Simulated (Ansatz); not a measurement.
**Ethanol (C2H6O): vertical ionisation energy**

An exercise on one series of results from a longer session: the logs are not shown, and one member is left open.

Program: Ansatz 0.2.0, Gaussian basis. Level of theory: unrestricted cation, the program's frozen cores in correlated methods. These are calculated values, not measurements.

Plan: UKS PBE-D4/def2-TZVPP; UKS r2SCAN-D4/def2-TZVPP; UKS PBE0-D4/def2-TZVPP; UKS B3LYP-D4/def2-TZVPP; UKS wB97X-V/def2-TZVPP; UKS wB97M-V/def2-TZVPP; UKS B2PLYP/def2-TZVPP; UHF-CCSD(T)/def2-TZVPP; UHF-MP2/def2-QZVPP; extrapolation to the limit; then −ε(HOMO) from the neutral's earlier runs with LDA (SPW92), PBE-D4, revPBE-D4, BLYP-D4, r2SCAN-D4, B97M-V, PBE0-D4, B3LYP-D4, r2SCANh-D4, r2SCAN0-D4, HSE06-D4, BHLYP-D4, CAM-B3LYP-D4, LC-ωPBE, ωB97X-V, ωB97M-V.

## The geometry

All runs share one geometry, relaxed beforehand with PBE0-D4 in a triple-zeta def2 set.

SMILES `CCO`, 9 atoms, charge 0, spin multiplicity 1.

Atoms are counted from 1 here; the program's logs count them from 0.

Bond lengths: C1–C2 1.513 Å, C1–H4 1.093 Å, C1–H5 1.092 Å, C1–H6 1.095 Å, C2–O3 1.413 Å, C2–H7 1.093 Å, C2–H8 1.099 Å, O3–H9 0.961 Å. Angles: C2–C1–H4 110.8°, C2–C1–H5 110.6°, C2–C1–H6 111.1°, H4–C1–H5 108.5°, H4–C1–H6 107.5°, H5–C1–H6 108.2°, C1–C2–O3 112.9°, C1–C2–H7 110.3°, C1–C2–H8 110.2°, O3–C2–H7 105.5°, O3–C2–H8 110.8°, H7–C2–H8 107.0°, C2–O3–H9 108.2°.

Set-up of the first run:

Contents of in.yaml:

```yaml
crystal:
  periodic: [false, false, false]
  atoms:
    - {symbol: C, position_ang: [-0.536351, 0.571572, -0.468353]}
    - {symbol: C, position_ang: [0.307394, -0.599999, -0.015272]}
    - {symbol: O, position_ang: [1.205515, -0.261447, 1.021635]}
    - {symbol: H, position_ang: [-1.181995, 0.285447, -1.302881]}
    - {symbol: H, position_ang: [0.097564, 1.400899, -0.789036]}
    - {symbol: H, position_ang: [-1.181590, 0.928089, 0.340830]}
    - {symbol: H, position_ang: [0.932291, -0.956614, -0.837471]}
    - {symbol: H, position_ang: [-0.337826, -1.437573, 0.285580]}
    - {symbol: H, position_ang: [0.695008, 0.069637, 1.764957]}
basis:
  gaussian: {orbitals: def2-TZVPP}
total_charge: 1
magnetization: {spin_polarized: true, initial_magnetization: 1}
hamiltonian: {xc: pbe, dispersion: d4}
```

Steps of the session up to this table: Cation, UKS PBE-D4/def2-TZVPP; Cation, UKS r2SCAN-D4/def2-TZVPP; Cation, UKS PBE0-D4/def2-TZVPP; Cation, UKS B3LYP-D4/def2-TZVPP; Cation, UKS wB97X-V/def2-TZVPP; Cation, UKS wB97M-V/def2-TZVPP; Cation, UKS B2PLYP (frozen core)/def2-TZVPP; Cation, UHF-CCSD(T)/def2-TZVPP; Cation, UHF-MP2/def2-QZVPP.

One of the session's tables, all rows but one given; the rest of the session is left out.

It belongs to the step «Ionisation energies side by side». For comparison, −ε(HOMO) of the neutral from earlier runs:

| functional | −ε(HOMO) (eV) |
| --- | --- |
| LDA (SPW92) | 6.29 |
| PBE-D4 | 6.15 |
| revPBE-D4 | 6.10 |
| BLYP-D4 | 6.09 |
| r2SCAN-D4 | 6.50 |
| B97M-V | 6.67 |
| PBE0-D4 | 7.83 |
| B3LYP-D4 | 7.60 |
| r2SCANh-D4 | 7.14 |
| r2SCAN0-D4 | 8.08 |
| HSE06-D4 | 7.42 |
| BHLYP-D4 | 9.48 |
| CAM-B3LYP-D4 | 9.35 |
| LC-ωPBE | 10.68 |
| ωB97X-V | ? |
| ωB97M-V | 10.29 |

Estimate the missing values for ωB97X-V.

As computed: −ε(HOMO) (eV): 10.36. In the column «−ε(HOMO) (eV)» it lies between ωB97M-V (10.29) and LC-ωPBE (10.68).
